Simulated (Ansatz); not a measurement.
# SiPNH₆: basis-set convergence

Aim: see how fast density functionals converge with the basis set for SiPNH₆.

Computed with Ansatz 0.2.0, Gaussian basis. Level: one geometry, several basis sets.

The runs, in order: PBE0-D4/def2-SVP; ωB97M-V/def2-SVP; PBE0-D4/def2-QZVPP; ωB97M-V/def2-QZVPP; the functionals' def2-TZVPP values are taken from earlier runs.

## (1) The geometry

An earlier PBE0-D4/def2-TZVP relaxation fixed the geometry.

SMILES `N[SiH2]P`, 9 atoms, charge 0, spin multiplicity 1.

Atoms are counted from 1 here; the program's logs count them from 0.

Bond lengths: N1–Si2 1.718 Å, N1–H4 1.007 Å, N1–H5 1.007 Å, Si2–P3 2.257 Å, Si2–H6 1.487 Å, Si2–H7 1.494 Å, P3–H8 1.423 Å, P3–H9 1.422 Å. Angles: Si2–N1–H4 121.1°, Si2–N1–H5 119.9°, H4–N1–H5 111.3°, N1–Si2–P3 108.0°, N1–Si2–H6 106.8°, N1–Si2–H7 114.9°, P3–Si2–H6 109.1°, P3–Si2–H7 110.1°, H6–Si2–H7 107.7°, Si2–P3–H8 92.6°, Si2–P3–H9 93.3°, H8–P3–H9 92.6°.

As a file:

```xyz
9
H6NPSi
N    -0.9413    0.5343   -1.1333
Si    0.3472    0.4955    0.0022
P    -0.1905   -0.9854    1.6187
H    -1.1813   -0.2785   -1.6764
H    -1.1416    1.3825   -1.6368
H     0.4371    1.8549    0.5971
H     1.6842    0.1631   -0.5746
H    -0.0816   -2.0921    0.7300
H     1.1564   -1.1206    2.0560
```

## (2) PBE0-D4 in def2-SVP

in.yaml reads:

```yaml
crystal:
  periodic: [false, false, false]
  atoms:
    - {symbol: N, position_ang: [-0.941318, 0.534303, -1.133284]}
    - {symbol: Si, position_ang: [0.347154, 0.495494, 0.002234]}
    - {symbol: P, position_ang: [-0.190470, -0.985447, 1.618683]}
    - {symbol: H, position_ang: [-1.181341, -0.278496, -1.676369]}
    - {symbol: H, position_ang: [-1.141555, 1.382504, -1.636809]}
    - {symbol: H, position_ang: [0.437058, 1.854878, 0.597073]}
    - {symbol: H, position_ang: [1.684160, 0.163081, -0.574552]}
    - {symbol: H, position_ang: [-0.081558, -2.092065, 0.730001]}
    - {symbol: H, position_ang: [1.156371, -1.120553, 2.056024]}
basis:
  gaussian: {orbitals: def2-SVP}
hamiltonian: {xc: pbe0, dispersion: d4}
output: {orbitals: {seedname: orbitals}}
```

The run is started by

```sh
$ ansatz run in.yaml --threads 2 --pin off --events-out ev --progress --plain --max-ram 4352MiB
```

The runs that follow: ωB97M-V in def2-SVP; PBE0-D4 in def2-QZVPP; ωB97M-V in def2-QZVPP.

Before running them: what should the planned runs give, taken together? Wanted: PBE0-D4: double and triple zeta above quadruple; ωB97M-V: double and triple zeta above quadruple.

As calculated:

| quantity | value |
| --- | --- |
| PBE0-D4: double and triple zeta above quadruple | 8.69, 0.67 eV |
| ωB97M-V: double and triple zeta above quadruple | 8.77, 0.63 eV |

**Reading.** For PBE0-D4 the step from double to triple zeta gains 8.02 eV and the next only 0.67 eV. Total energies overstate the basis error of differences, where much of it tends to cancel. The LUMO of ωB97M-V is positive and keeps falling with the basis (2.55 to 1.39 eV): an unbound level that the basis holds in place.
